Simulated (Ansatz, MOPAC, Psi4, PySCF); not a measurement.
Species: C₂HO (charge 0, doublet). SMILES: [CH]=C=O
Geometry: optimised at B3LYP-D3(BJ)/def2-TZVP (Ansatz, a first-principles code).

Wanted: enthalpy of formation at 298 K, in kcal/mol. Set-up: dispersion terms only where a functional's name holds one; non-relativistic; UHF or UKS for open shells; no spin-orbit coupling; 6-311+G** with 5d; six Cartesian d functions in 6-31G* and its kin unless marked 5d; frozen cores in correlated levels; LANL2DZ all-electron up to Ne. First-principles rows: single points at B3LYP-D3(BJ) geometries (Ansatz), with unscaled harmonic terms from B3LYP/6-31G* at its own minima, enthalpies of formation by atomisation with measured atoms. Semi-empirical rows: MOPAC heats of formation at their own minima for 298 K. A UHF reference is markedly spin-contaminated in at least one set, which strains HF and MP2.

Measured values: Active Thermochemical Tables 1.112 (ions: stationary electron), as tabulated in the package chemicals; they hold spin-orbit and core effects, anharmonicity. 

Value to compare with, the measured value: 42.5 kcal/mol.

| level | program | enthalpy of formation at 298 K (kcal/mol) | error |
|---|---|---|---|
| PM3 | MOPAC | 36.3 | -6.2 |
| PM6 | MOPAC | 31.6 | -10.9 |
| HF/3-21G | Ansatz | 223.4 | 180.9 |
| PBE/LANL2DZ | Ansatz | 51.7 | 9.2 |
| PBE/6-31G* | Ansatz | 14.4 | -28.1 |
| PBE/def2-SVP | Ansatz | 7.2 | -35.3 |
| B3LYP/3-21G | Ansatz | 62.0 | 19.5 |
| B3LYP/6-31G* | Ansatz | 42.5 | 0.0 |
| PBE0/6-311+G** | Ansatz | 38.6 | -3.9 |
| M06-2X/6-31G* (5d) | PySCF | 42.9 | 0.4 |
| wB97X-D/6-31G* | Psi4 | 43.7 | 1.2 |
| MP2/STO-3G | Ansatz | 127.0 | 84.5 |
| MP2/3-21G | Ansatz | 112.3 | 69.8 |
| B3PW91/6-31G* (5d) | PySCF | 38.2 | -4.3 |
| PBE/def2-TZVPD | Ansatz | 13.0 | -29.5 |
| M06-2X/def2-TZVPD | PySCF | 40.5 | -2.0 |

Among the 14 habitual levels, HF/3-21G lies farthest from the measured value (180.9 kcal/mol); 7 of 14 lie above it, and their mean absolute error is 32.4 kcal/mol, the median 10.1. One case shows no general order.

The levels are drawn from those run, B3LYP/6-31G* more often than the rest, none by its result; runs whose electronic state is in doubt are left out.
